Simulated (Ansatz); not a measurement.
Method: frozen-core CCSD(T)/def2-TZVPP // TPSSh-D3(BJ)/def2-TZVP in Ansatz (a quantum-chemistry and plane-wave program).

Ansatz 0.2 input:
```yaml
crystal:
  periodic: [false, false, false]
  atoms:
    - { symbol: C, position_ang: [-0.024934, 0.356102, 0.0] }
    - { symbol: O, position_ang: [1.034355, -0.154567, -0.000003] }
    - { symbol: H, position_ang: [-1.002546, -0.204274, 0.000004] }
basis:
  gaussian: { orbitals: def2-TZVPP }
correlation:
  method: ccsd_t
magnetization:
  spin_polarized: true
  initial_magnetization: 1
```

Output:

```
Functional definition: HF
478 factors; integrals over basis functions are off by at most 1.4e-3 eV
mean field evaluation 1: about -3081.3060 eV, gradient 2.0e1 eV
mean field evaluation 2: about -3081.3085 eV, gradient 2.0e1 eV
mean field evaluation 4: about -3082.9348 eV, gradient 2.3e0 eV
mean field evaluation 8: about -3082.9923 eV, gradient 4.3e-2 eV
mean field evaluation 16: about -3082.9315 eV, gradient 2.3e0 eV
mean field evaluation 32: about -3080.3014 eV, gradient 3.2e0 eV
mean field -3082.99233328 eV, -113.2978785208 hartree, gradient 2.3e-6 eV, S^2 0.765709; 0 other end points of the search recorded, 0 dependent functions left out
2 core orbitals not correlated
reference -3082.99233328 eV, -113.2978785208 hartree; 6, 5 occupied and 68, 69 virtual orbitals, 478 factors
second order -9.95828798 eV of doubles, -0.00000000 eV of singles
cycle   1  -9.73519108 eV  change    2.2e-1 eV  update   9.5e-2
cycle   2  -10.06847977 eV  change   -3.3e-1 eV  update   3.1e-2
cycle   3  -10.16544914 eV  change   -9.7e-2 eV  update   1.9e-2
cycle   4  -10.15591711 eV  change    9.5e-3 eV  update   5.6e-3
cycle   5  -10.15648825 eV  change   -5.7e-4 eV  update   2.9e-3
cycle   6  -10.15701700 eV  change   -5.3e-4 eV  update   1.2e-3
cycle   7  -10.15702594 eV  change   -8.9e-6 eV  update   4.6e-4
cycle   8  -10.15718137 eV  change   -1.6e-4 eV  update   1.7e-4
cycle   9  -10.15714494 eV  change    3.6e-5 eV  update   5.1e-5
cycle  10  -10.15712607 eV  change    1.9e-5 eV  update   1.8e-5
cycle  11  -10.15714055 eV  change   -1.4e-5 eV  update   7.1e-6
cycle  12  -10.15713817 eV  change    2.4e-6 eV  update   3.2e-6
perturbative correction -0.45720330 eV, -0.0168019112 hartree
Total energy: -3093.60667474 eV, -113.6879483748 hartree
```

Cost: about 5 core-seconds (a rough figure).
